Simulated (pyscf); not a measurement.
Optimised with ωB97X-D3(BJ)/def2-SVP in PySCF. MP2 and CC: frozen core, UHF for open shells. ΔMP2 is the change of the MP2 total energy from the triple- to the quadruple-zeta basis.

SMILES: NB(F)F
```xyz
6

N     -0.4247     0.3354     0.1249
B     -1.5666    -0.3978    -0.2176
F     -1.6130    -1.7216    -0.0504
F     -2.6480     0.2007    -0.7233
H      0.4034    -0.1014     0.5061
H     -0.3692     1.3379     0.0068
```

**Question.** How much does it cost (ΔH, 298 K, CCSD(T)/def2-TZVPP + ΔMP2(QZVPP)) to split H₂N–B(F)–F (SMILES NB(F)F) at its B–N bond into NH₂• + [F–B–F]•?

**Answer.** B–N to NH₂• + [F–B–F]•: 135.7 kcal/mol. The radicals are drawn with the spin at the cut bond; how far it spreads was not checked. The CCSD(T) − MP2 part came from Ansatz, without density fitting, on the same reference.
